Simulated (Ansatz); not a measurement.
formic acid (SMILES O=CO) moved off its minimum; all values from Ansatz (an electronic-structure program), cores frozen in correlated methods.
(charge 0, multiplicity 1)
```xyz
5

O      0.8955    -0.7221     0.0717
C     -0.3426    -0.1409     0.0849
O     -0.4989     0.9671    -0.0137
H      1.5578     0.0992    -0.2192
H     -0.9854    -0.8513     0.0016
```

Forces at B3LYP/def2-TZVPP (eV/Å):

```json
[
 {"atom": "O1", "Fx": "2.575", "Fy": "2.800", "Fz": "-1.043"},
 {"atom": "C2", "Fx": "6.114", "Fy": "-3.131", "Fz": "-0.200"},
 {"atom": "O3", "Fx": "-1.689", "Fy": "8.148", "Fz": "-0.290"},
 {"atom": "H4", "Fx": "-2.253", "Fy": "-3.049", "Fz": "1.354"},
 {"atom": "H5", "Fx": "-4.747", "Fy": "-4.768", "Fz": "0.178"}
]
```

Task: Give the forces (eV/Å), the total energy and the dipole at CCSD(T)/aug-cc-pVTZ.

Result: 
```csv
atom,Fx,Fy,Fz
O1,2.743,2.667,-1.013
C2,6.174,-3.741,-0.175
O3,-1.800,8.883,-0.342
H4,-2.344,-3.025,1.351
H5,-4.773,-4.783,0.179
```
Energy -189.4764 hartree, dipole 0.87 D.
